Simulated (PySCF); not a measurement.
From one molecule to another.

First species: C₄H₃FO.
SMILES with atom numbers: `[O:1]=[C:2]=[CH:3]/[CH:4]=[CH:5]\[F:6]` (hydrogens: H7 on C3; H8 on C4; H9 on C5)

Second species: C4H3FO.
Bonds: C1–C2 (triple), C2–C3, C3–C4, C4–O5 (double), C4–F6. Hydrogens: H7 on C1; H8, H9 on C3.

Levels: B3LYP/def2-SVPD for dipole moment, HOMO energy, LUMO energy, HOMO–LUMO gap, static isotropic polarisability and electronic spatial extent ⟨r²⟩ about the centre of nuclear charge; TDDFT B3LYP/def2-SVPD for lowest singlet excitation; TDA B3LYP/def2-SVPD for lowest triplet excitation (Tamm–Dancoff); GFN2-xTB for rotational constant A and rotational constant C. Geometries: GFN2-xTB. Each structure is a single optimised conformer of the isolated species, non-relativistic unless stated. Electronic properties by PySCF.

Dipoles, sizes and rotational constants follow the conformer. The torsions of the flexible species, by atom-mapped SMILES:
- `[O:1]=[C:2]=[CH:3]/[CH:4]=[CH:5]\[F:6]`: C2–C3–C4–C5 180°
- `[CH:1]#[C:2][CH2:3][C:4](=[O:5])[F:6]`: C2–C3–C4–O5 106°

```json
{"property": "dipole moment", "column X": "2.78 D", "column Y": "1.05 D"}
{"property": "HOMO energy", "column X": "-8.22 eV", "column Y": "-6.27 eV"}
{"property": "LUMO energy", "column X": "-1.30 eV", "column Y": "-1.62 eV"}
{"property": "HOMO–LUMO gap", "column X": "6.92 eV", "column Y": "4.65 eV"}
{"property": "lowest singlet excitation", "column X": "5.67 eV", "column Y": "3.21 eV"}
{"property": "lowest triplet excitation (Tamm–Dancoff)", "column X": "5.06 eV", "column Y": "2.90 eV"}
{"property": "static isotropic polarisability", "column X": "48.8 au", "column Y": "56.1 au"}
{"property": "electronic spatial extent ⟨r²⟩ about the centre of nuclear charge", "column X": "560 bohr²", "column Y": "730 bohr²"}
{"property": "rotational constant A", "column X": "7.391 GHz", "column Y": "18.404 GHz"}
{"property": "rotational constant C", "column X": "2.183 GHz", "column Y": "1.414 GHz"}
```

Task: Which column belongs to which species?

Result: Column X is the second species and column Y the first. The first has 9 atoms and 44 electrons, the second 9 and 44.

Task: How does each property change from the first species to the second?

Result: dipole moment +1.73 D; HOMO energy -1.95 eV; LUMO energy +0.32 eV; HOMO–LUMO gap +2.27 eV; lowest singlet excitation +2.46 eV; lowest triplet excitation (Tamm–Dancoff) +2.16 eV; static isotropic polarisability -7.3 au; electronic spatial extent ⟨r²⟩ about the centre of nuclear charge -170 bohr²; rotational constant A -11.013 GHz; rotational constant C +0.769 GHz.

On the first: The principal polarisabilities are 33.7, 42.2 and 92.5 au; their mean is the isotropic value. The polarisability is 8.32 Å³ as a volume (1 au = 0.148185 Å³), or 1.28 au for each of the 44 electrons.

On the second: No computed singlet falls in the visible range (750 to 380 nm, 1.65 to 3.26 eV); S1 lies 2.41 eV above its blue end. The vertical singlet–triplet gap S1 − T1 is 0.61 eV (TDDFT singlet less Tamm–Dancoff triplet; S1: HOMO→LUMO, weight 0.78; T1: HOMO→LUMO, weight 0.65).
